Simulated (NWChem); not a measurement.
isobutane (C₄H₁₀); SMILES CC(C)C

Computed with NWChem. Medium grid unless said otherwise, to which SCAN and Minnesota functionals are sensitive. Coordinates come from a B3LYP/6-31G* (spherical d) optimisation. B3LYP is NWChem's, with the RPA form of VWN correlation. Total energies of different functionals are on different scales.

```
level                                                               energy (Ha)  highest occupied level (eV)  orbital gap (eV)  dipole (D)  relative time
------------------------------------------------------------------  -----------  ---------------------------  ----------------  ----------  -------------
B3LYP/def2-SVP                                                        -158.3433                        -8.74             10.14        0.09              1
PBE/def2-SVP                                                          -158.0990                        -7.52              8.41        0.10              1
KT2/def2-SVP                                                          -161.0660                        -7.62              8.43        0.10              1
LC-wPBE (HJS exchange hole, range parameter 0.4 per bohr)/def2-SVP    -158.2401                       -11.75             15.72        0.07              6
CAM-B3LYP/def2-SVP                                                    -158.2344                       -10.38             12.96        0.09              4
MN15/def2-SVP                                                         -158.0856                        -9.62             12.17        0.10              1
M06/def2-SVP                                                          -158.1976                        -8.91             10.55        0.09              2
B97-D/def2-SVP                                                        -158.2318                        -7.56              8.63        0.09              2
```

Relative times are rough (shared machine, one core).
